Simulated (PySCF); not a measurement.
**CH₃ + 2 F₂ → CF + 3 HF**

Level: PBE0 in the def2-TZVP basis family, all electrons, no relativity, computed in PySCF with density fitting; open shells unrestricted.

| species | state and structure | ZPE (kJ/mol) | H(298 K) − H(0) (kJ/mol) | S° (J/(mol K)) |
| --- | --- | --- | --- | --- |
| CH₃ | doublet, D3h, C–H 1.080 Å (×3) | 78.3 | 10.5 | 194.6 |
| F₂ | singlet, D∞h, F–F 1.376 Å | 6.6 | 8.7 | 201.9 |
| CF | doublet, C∞v, C–F 1.268 Å | 8.0 | 8.7 | 207.3 |
| HF | singlet, C∞v, H–F 0.920 Å | 24.9 | 8.7 | 173.6 |

Task: Is the gas-phase reaction uphill or downhill in electronic energy at this level, and by how much?

Result: At PBE0/def2-TZVP, ΔE = -671.0 kJ/mol, downhill. 

Task: Add zero-point, thermal and entropy terms for 298.15 K and 1 bar.

Result: ΔZPE = -8.8 and Δ[H(298) − H(0)] = 6.9 kJ/mol give ΔH° = -672.9 kJ/mol. ΔS° = 129.7 J/(mol K), so ΔG° = -672.9 − 298.15 × (0.1297) = -712 kJ/mol.

The entropy of CF lacks the orbital degeneracy of a ²Π state, up to R ln 2. Only the bonding shown was studied: isomers, or loss of a ligand pair, can lie lower.
